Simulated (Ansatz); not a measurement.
# C3H6FN: up Jacob's ladder to CCSD(T)

One table from this session's results is given with a row withheld; the runs are named, their logs left out.

The runs use Ansatz 0.2.0, Gaussian basis; functionals in def2-TZVPP, the program's frozen cores in correlated methods.

The runs, in order: LDA (SPW92), PBE-D4, revPBE-D4, BLYP-D4, r2SCAN-D4, B97M-V, PBE0-D4, B3LYP-D4, r2SCANh-D4, r2SCAN0-D4, HSE06-D4, BHLYP-D4, CAM-B3LYP-D4, LC-ωPBE, ωB97X-V, ωB97M-V, B2PLYP, PBE-QIDH; CCSD(T)/def2-SVP; CCSD(T)/def2-TZVPP; MP2/def2-QZVPP; extrapolation to the limit; RPA on PBE.

**The geometry**

All runs share one geometry, relaxed beforehand with PBE0-D4 in a triple-zeta def2 set.

SMILES `C=NC(C)F`, 11 atoms, charge 0, spin multiplicity 1.

Atoms are counted from 1 here; the program's logs count them from 0.

Bond lengths: C1–N2 1.259 Å, C1–H6 1.089 Å, C1–H7 1.092 Å, N2–C3 1.421 Å, C3–C4 1.509 Å, C3–F5 1.396 Å, C3–H8 1.096 Å, C4–H9 1.092 Å, C4–H10 1.090 Å, C4–H11 1.090 Å. Angles: N2–C1–H6 118.4°, N2–C1–H7 123.6°, H6–C1–H7 118.1°, C1–N2–C3 120.2°, N2–C3–C4 110.8°, N2–C3–F5 113.4°, N2–C3–H8 107.3°, C4–C3–F5 108.3°, C4–C3–H8 111.1°, F5–C3–H8 105.9°, C3–C4–H9 109.7°, C3–C4–H10 110.0°, C3–C4–H11 109.8°, H9–C4–H10 109.2°, H9–C4–H11 108.8°, H10–C4–H11 109.4°.

As a file:

```
C    -1.39233    1.30058    0.19892
N    -0.90821    0.34956   -0.46912
C     0.48291    0.06847   -0.40862
C     0.72393   -1.33462    0.09097
F     1.19256    0.95150    0.40688
H    -2.46357    1.48540    0.13536
H    -0.79541    1.95389    0.83905
H     0.88655    0.20339   -1.41860
H     0.32889   -1.43717    1.10338
H     1.79288   -1.54844    0.09958
H     0.21721   -2.04966   -0.55720
```

Set-up of the first run:

File in.yaml:

```yaml
crystal:
  periodic: [false, false, false]
  atoms:
    - {symbol: C, position_ang: [-1.392334, 1.300575, 0.198923]}
    - {symbol: N, position_ang: [-0.908213, 0.349564, -0.469124]}
    - {symbol: C, position_ang: [0.482906, 0.068471, -0.408619]}
    - {symbol: C, position_ang: [0.723925, -1.334625, 0.090968]}
    - {symbol: F, position_ang: [1.192560, 0.951504, 0.406881]}
    - {symbol: H, position_ang: [-2.463571, 1.485404, 0.135355]}
    - {symbol: H, position_ang: [-0.795413, 1.953888, 0.839053]}
    - {symbol: H, position_ang: [0.886553, 0.203386, -1.418602]}
    - {symbol: H, position_ang: [0.328893, -1.437169, 1.103383]}
    - {symbol: H, position_ang: [1.792882, -1.548440, 0.099578]}
    - {symbol: H, position_ang: [0.217211, -2.049658, -0.557197]}
basis:
  gaussian: {orbitals: def2-TZVPP}
hamiltonian: {xc: lda}
output: {orbitals: {seedname: orbitals}}
```

Started as:

```console
> ansatz run in.yaml --threads 4 --pin off --events-out ev --progress --plain --max-ram 10444MiB
```

Among the steps run: LDA; PBE-D4 (GGA); revPBE-D4 (GGA); BLYP-D4 (GGA); r2SCAN-D4 (meta-GGA); B97M-V (meta-GGA); PBE0-D4 (hybrid); B3LYP-D4 (hybrid); r2SCANh-D4 (hybrid); r2SCAN0-D4 (hybrid); HSE06-D4 (hybrid); BHLYP-D4 (hybrid); CAM-B3LYP-D4 (range-separated); LC-ωPBE (range-separated); ωB97X-V (range-separated); ωB97M-V (range-separated); B2PLYP (double hybrid); PBE-QIDH (double hybrid).

One of the session's tables, all rows but one given; the rest of the session is left out.

It belongs to the step «Frontier levels by functional». 

| functional | HOMO (eV) | gap (eV) |
| --- | --- | --- |
| LDA (SPW92) | -6.41 | 4.53 |
| PBE-D4 | ? | ? |
| revPBE-D4 | -6.25 | 4.71 |
| BLYP-D4 | -6.23 | 4.70 |
| r2SCAN-D4 | -6.63 | 5.22 |
| B97M-V | -6.83 | 5.49 |
| PBE0-D4 | -7.85 | 7.32 |
| B3LYP-D4 | -7.62 | 6.82 |
| r2SCANh-D4 | -7.21 | 6.21 |
| r2SCAN0-D4 | -8.08 | 7.69 |
| HSE06-D4 | -7.44 | 6.53 |
| BHLYP-D4 | -9.36 | 10.00 |
| CAM-B3LYP-D4 | -9.32 | 9.96 |
| LC-ωPBE | -10.67 | 12.56 |
| ωB97X-V | -10.34 | 12.14 |
| ωB97M-V | -10.26 | 11.93 |

**Question.** Estimate the row for PBE-D4.

As computed: HOMO (eV): -6.31; gap (eV): 4.67. In the column «HOMO (eV)» it lies between LDA (SPW92) (-6.41) and revPBE-D4 (-6.25).
